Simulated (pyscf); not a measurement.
## Routes from HO–GaH–PH₂ (SMILES [OH][GaH][PH2])

Candidate steps break at most two bonds and form at most two. Each was searched with GFN2-xTB (tblite) first. PySCF, gas phase, ωB97X-D3(BJ)/def2-SVP geometries. MP2 and CC: frozen core, UHF for open shells. ΔMP2 is the change of the MP2 total energy from the triple- to the quadruple-zeta basis. Energies: CCSD(T)/def2-TZVPP + ΔMP2(QZVPP), kcal/mol, from the reactant's lowest minimum found, singlet surface.

| products | type | ΔE‡ | ΔE | ΔG‡ 298 K | ΔG‡ 900 K | ν‡ (cm⁻¹) |
|---|---|---|---|---|---|---|
| HP=GaH + H₂O | elimination | 43.3 | +42.4 | 41.1 | 42.0 | 1361i |
| H₂P–Ga [singlet] + H₂O | 1,1-elimination | 59.8 | +28.3 | 57.4 | 56.7 | 1516i |

Row 1: On the product side the descent ends in an adduct with a Ga–O contact, 15.4 kcal/mol under the separated species and 12.7 kcal/mol under the saddle at ωB97X-D3(BJ)/def2-TZVP. Row 2: On the product side the descent ends in a bound adduct (not fully relaxed), 10.2 kcal/mol under the separated species and 42.5 kcal/mol under the saddle at ωB97X-D3(BJ)/def2-TZVP. 

Plain bond fissions and candidates not yet searched are not listed, and one of them may be faster. Each barrier is that of the saddle found; lower ones may exist. The CCSD(T) − MP2 part came from Ansatz, without density fitting, on the same reference. The frozen core leaves the outer d or s,p core shells of the metals and heavy elements correlated in the MP2 and CC values, and def2-TZVPP describes them poorly, which can shift differences by a few kcal/mol. Elements up to Kr have no core potential and no relativistic terms here.
